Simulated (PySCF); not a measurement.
Compound: C4H4F2.
InChI=1S/C4H4F2/c1-4(6)2-3-5/h2-3H,1H2/b3-2+

Torsions of this conformer, `[CH2:1]=[C:2]([F:3])/[CH:4]=[CH:5]/[F:6]`: C1–C2–C4–C5 180°.

The closed-shell ground state was solved at several levels (PySCF, density fitting, gas phase, non-relativistic). Geometry: PBE0-D3(BJ)/def2-SVP, one conformer, isolated molecule.

| level | basis functions | HOMO (eV) | LUMO (eV) | gap (eV) | dipole (D) |
| --- | --- | --- | --- | --- | --- |
| CAM-B3LYP/def2-SVPD | 158 | -8.28 | -0.04 | 8.24 | 1.10 |
| B3LYP/pcJ-1 | 202 | -6.71 | -1.22 | 5.49 | 0.88 |

**Question.** What might PBE0/pcSseg-1 (122 basis functions) give for the same quantities?

**Answer.** HOMO -6.93 eV, LUMO -1.01 eV, gap 5.92 eV, dipole 0.85 D.

**Question.** Over all these levels, which gives the widest orbital gap and which the narrowest?

**Answer.** CAM-B3LYP/def2-SVPD (range-separated hybrid) has the widest, 8.24 eV, and B3LYP/pcJ-1 (global hybrid, 20 % exact exchange) the narrowest, 5.49 eV. Functional and basis both differ between the two, so the spread mixes both effects.

**Question.** How far do the dipole and the HOMO energy spread over the levels?

**Answer.** The dipole runs from 0.85 to 1.10 D (mean 0.94 D) and the HOMO from -8.28 to -6.71 eV.
